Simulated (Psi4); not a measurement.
# BH2F− (SMILES [BH2-]F) at UMP2/cc-pwCVQZ (density fitting, density fitting for correlation, sweep point 8)

Aim: the vertical electron affinity of BH2F− at UMP2/cc-pwCVQZ (density fitting, density fitting for correlation, sweep point 8), from 2 runs. 

The calculation is run with Psi4 1.11.

### 1 The molecule

BH2F−: 4 atoms, total charge -1, spin state doublet. SMILES: `[BH2-]F`. The coordinates come from a GFN2-xTB relaxation.

Bond lengths: B1–F2 1.499 Å, B1–H3 1.242 Å, B1–H4 1.242 Å. Angles: F2–B1–H3 108.4°, F2–B1–H4 108.4°, H3–B1–H4 113.0°.

### 2 A single-point energy at UMP2/cc-pwCVQZ (density fitting, density fitting for correlation, sweep point 8)

File input.inp:

```
memory 1.6 GB

molecule {
  -1 2
  B     -0.086340     0.304430     0.102380
  F      1.031910    -0.468820     0.732960
  H     -1.140340    -0.333670     0.256190
  H      0.194760     0.498060    -1.091520
  symmetry c1
}

set {
  basis cc-pwCVQZ
  reference uhf
  puream true
  scf_type df
  num_frozen_docc 0
  maxiter 150
}

energy("mp2")
```

On the command line:

```
$ psi4 input.inp input.out -n 1
```

input.out:

```text
[...]
  Running in c1 symmetry.
[...]
  Nuclear repulsion =   24.681591575925811
[...]
  Multiplicity = 2
[...]
  Nalpha       = 9
  Nbeta        = 8
[...]
    Number of basis functions: 228
[...]
   @DF-UHF iter   1:  -125.26576652322049   -9.24575e-01   1.54831e-03 DIIS/ADIIS
[...]
   @DF-UHF iter  12:  -125.32454634188660   -4.59437e-11   5.82370e-09 DIIS
[...]
   @S^2 Observed:                7.547026533E-01
[...]
    Orbital Energies [Eh]
    ---------------------
    Alpha Occupied:
       1A    -25.998374     2A     -7.376569     3A     -1.286855
       4A     -0.488444     5A     -0.389475     6A     -0.385648
       7A     -0.332687     8A     -0.205688     9A     -0.040153
    Alpha Virtual:
      10A      0.335104    11A      0.355486    12A      0.371244
      13A      0.398915    14A      0.418815    15A      0.473283
      16A      0.596689    17A      0.620684    18A      0.622879
      19A      0.676427    20A      0.688725    21A      0.715250
      22A      0.819423    23A      0.872719    24A      0.960868
      25A      1.009409    26A      1.038078    27A      1.043046
[...]
  @DF-UHF Final Energy:  -125.32454634188660
   => Energetics <=
    Nuclear Repulsion Energy =             24.6815915759258111
    One-Electron Energy =                -227.1560422893520013
    Two-Electron Energy =                  77.1499043715395914
    Total Energy =                       -125.3245463418866024
  UHF NO Occupations:
  HONO-2 :    7  A 1.9995769
  HONO-1 :    8  A 1.9983477
[...]
 Multipole Moments:
 ------------------------------------------------------------------------------------
     Multipole            Electronic (a.u.)      Nuclear  (a.u.)        Total (a.u.)
 ------------------------------------------------------------------------------------
 L = 1.  Multiply by 2.5417464519 to convert [e a0] to [Debye]
 Dipole X            :          2.4873413           -1.7653708            0.7219705
 Dipole Y            :         -0.9311137            0.3023381           -0.6287756
 Dipole Z            :          1.8896643           -1.5623787            0.3272856
 Magnitude           :                                                    1.0117885
[...]
```

Wall time 3.6 s (1 thread of Intel Xeon 6975P-C (Granite Rapids), shared host); peak memory 0.43 GiB.

### 3 Singlet [BH2F]2− at the same level

File calc.dat:

```
memory 1.6 GB

molecule {
  -2 1
  B     -0.086340     0.304430     0.102380
  F      1.031910    -0.468820     0.732960
  H     -1.140340    -0.333670     0.256190
  H      0.194760     0.498060    -1.091520
  symmetry c1
}

set globals {
  puream          true
  scf_type        df
  num_frozen_docc 0
}

energy_value, wavefunction = energy("mp2/cc-pwCVQZ", return_wfn=True)
print_variables()
```

On the command line:

```
$ psi4 calc.dat calc.out -n 1
```

calc.out:

```text
[...]
  Running in c1 symmetry.
[...]
  Nuclear repulsion =   24.681591575925811
[...]
  Multiplicity = 1
[...]
  Nalpha       = 9
  Nbeta        = 9
[...]
    Number of basis functions: 228
[...]
   @DF-RHF iter   1:  -124.81597347669479   -4.74782e-01   2.28295e-03 DIIS/ADIIS
[...]
   @DF-RHF iter  12:  -125.02525510219463   -4.86082e-10   9.21249e-09 DIIS
[...]
    Orbital Energies [Eh]
    ---------------------
    Doubly Occupied:
       1A    -25.787271     2A     -7.151864     3A     -1.078264
       4A     -0.267276     5A     -0.178177     6A     -0.175111
       7A     -0.110071     8A      0.013132     9A      0.263218
[...]
  @DF-RHF Final Energy:  -125.02525510219463
   => Energetics <=
    Nuclear Repulsion Energy =             24.6815915759258111
    One-Electron Energy =                -230.4703248740613049
    Two-Electron Energy =                  80.7634781959408627
    Total Energy =                       -125.0252551021946346
[...]
 Multipole Moments:
 ------------------------------------------------------------------------------------
     Multipole            Electronic (a.u.)      Nuclear  (a.u.)        Total (a.u.)
 ------------------------------------------------------------------------------------
 L = 1.  Multiply by 2.5417464519 to convert [e a0] to [Debye]
 Dipole X            :          3.8872946           -1.7653708            2.1219238
 Dipole Y            :         -2.5959898            0.3023381           -2.2936516
 Dipole Z            :          2.2490601           -1.5623787            0.6866814
 Magnitude           :                                                    3.1992077
[...]
```

Wall time 2.9 s (1 thread of Intel Xeon 6975P-C (Granite Rapids), shared host); peak memory 0.43 GiB.

### 4 What came out

Level: UMP2/cc-pwCVQZ (density fitting, density fitting for correlation, sweep point 8).

```
                                                                 quantity          value
                                              doublet BH2F−: total energy  -125.84321 Eh
doublet BH2F−: HOMO energy (Hartree–Fock orbitals) (highest over α and β)       -1.09 eV
 doublet BH2F−: LUMO energy (Hartree–Fock orbitals) (lowest over α and β)        8.52 eV
                                        doublet BH2F−: correlation energy     -518.7 mEh
                         doublet BH2F−: ⟨S²⟩ of the reference determinant          0.755
                                           singlet [BH2F]2−: total energy  -125.58019 Eh
                    singlet [BH2F]2−: HOMO energy (Hartree–Fock orbitals)        7.16 eV
                    singlet [BH2F]2−: LUMO energy (Hartree–Fock orbitals)       14.00 eV
  singlet [BH2F]2−: HOMO–LUMO gap (to an unbound level, set by the basis)        6.84 eV
                                     singlet [BH2F]2−: correlation energy     -554.9 mEh
                      vertical electron affinity (to the singlet dianion)      -7.157 eV
```

The dianion lies 7.16 eV (691 kJ/mol) above the anion: the electron isn't bound at this level, and such a value depends on the basis. Without diffuse functions anions come out too high. The HOMO (singlet [BH2F]2−) lies at positive energy, 7.16 eV: the electron is unbound at this level or held by a compact basis; values depend on the basis.
